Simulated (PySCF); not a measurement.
SF: everyday levels beside a composite calculation

PySCF; the state is a doublet (π ↑). The composite is CCSD(T) extrapolated to the basis-set limit from two correlation-consistent sets, with core-valence (CV) and scalar-relativistic (SR) terms as its label shows; it has no spin–orbit coupling and nothing beyond (T). Here it is CCSD(T)/CBS(TQ)+CV+SR. It gives Re = 1.597 Å, ωe = 846 cm⁻¹ and De = 3.65 eV to S + F.

| level | basis | relativity | Re (Å) | ωe (cm⁻¹) | De (eV) |
| --- | --- | --- | --- | --- | --- |
| UHF-MP2 | x2c-TZVPPall | spin-free X2C | 1.602 | 850 | 3.61 |
| UHF-SCS-MP2 | def2-SVPD | no relativity | 1.649 | 804 | 3.19 |
| UHF-CCSD(T) | pcseg-1 | no relativity | 1.663 | 782 | 2.81 |
| BLYP | x2c-TZVPPall | spin-free X2C | 1.639 | 769 | 3.94 |
| BP86 | def2-SVP | no relativity | 1.643 | 810 | 3.92 |
| PBE0 | pcseg-1 | no relativity | 1.637 | 830 | 3.30 |
| CAM-B3LYP | x2c-TZVPPall | spin-free X2C | 1.598 | 856 | 3.73 |
| LC-ωPBE | pcseg-1 | no relativity | 1.629 | 862 | 3.35 |
| LC-ωPBE | def2-SVPD | no relativity | 1.620 | 876 | 3.51 |
| B2PLYP | aug-cc-pV(D+d)Z/aug-cc-pVDZ | no relativity | 1.641 | 813 | 3.46 |

Give the difference of each row from the composite.



| level | basis | ΔRe (pm) | Δωe (%) | ΔDe (eV) |
| --- | --- | --- | --- | --- |
| UHF-MP2 | x2c-TZVPPall | +0.5 | +0.5 | -0.04 |
| UHF-SCS-MP2 | def2-SVPD | +5.2 | -5.0 | -0.46 |
| UHF-CCSD(T) | pcseg-1 | +6.6 | -7.6 | -0.84 |
| BLYP | x2c-TZVPPall | +4.2 | -9.1 | +0.29 |
| BP86 | def2-SVP | +4.6 | -4.3 | +0.27 |
| PBE0 | pcseg-1 | +4.0 | -1.9 | -0.35 |
| CAM-B3LYP | x2c-TZVPPall | +0.1 | +1.2 | +0.08 |
| LC-ωPBE | pcseg-1 | +3.2 | +1.9 | -0.30 |
| LC-ωPBE | def2-SVPD | +2.3 | +3.5 | -0.14 |
| B2PLYP | aug-cc-pV(D+d)Z/aug-cc-pVDZ | +4.4 | -3.9 | -0.19 |

Which rows come closest in De?

UHF-MP2 in x2c-TZVPPall (-0.04 eV), counted from the composite.

Correlated steps freeze 6 core orbitals. Correlated levels converge slowly with the basis: in double zeta they bind strong bonds too weakly, by up to about 1 eV, and carry superposition errors of some tenths. B2PLYP dipoles, levels and charges come from its SCF part alone. The state is the lowest determinant that a PBE0 search found; another state may lie lower at other levels.
